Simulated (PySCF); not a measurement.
# CHCl3: the cost of one run

The runs use PySCF 2.14.0, with density-fitted response routines of our own; the level of theory stands in each step. All values are computed, except where a source is named. Atoms are numbered from 0 throughout.

**1. The molecule as given**

5 atoms, charge 0, multiplicity 1; geometry from: MMFF94s. The atoms were then displaced at random by about 0.03 Å, so the start is not that level's minimum.

Bonds of the start (Å): Cl0–C1 1.68, C1–Cl2 1.79, C1–Cl3 1.88, C1–H4 1.07.

**2. Geometry optimisation at PBE0-D3(BJ)/def2-SVP**

What the job is given:

```
{"job": {"xc": "PBE0", "basis": "def2-SVP", "d3": "d3bj", "grid": 1, "shake": 0.03, "kind": "geom"}, "charge": 0, "multiplicity": 1}
Cl    -0.738770     1.404470    -0.422590
C     -0.014100    -0.012510     0.109300
Cl    -0.963110    -1.436660    -0.431560
Cl     1.768620    -0.056910    -0.494020
H      0.022200    -0.008860     1.176750
```

Started as:

```sh
$ OMP_NUM_THREADS=1 python probes_run.py task.json out
```

This one command runs all jobs of the session in turn.

**Question.** How long does this first job take on 1 thread of Arm Neoverse V1, shared host, and how much memory does it need?

About 11 s, with a peak of 0.31 GiB.
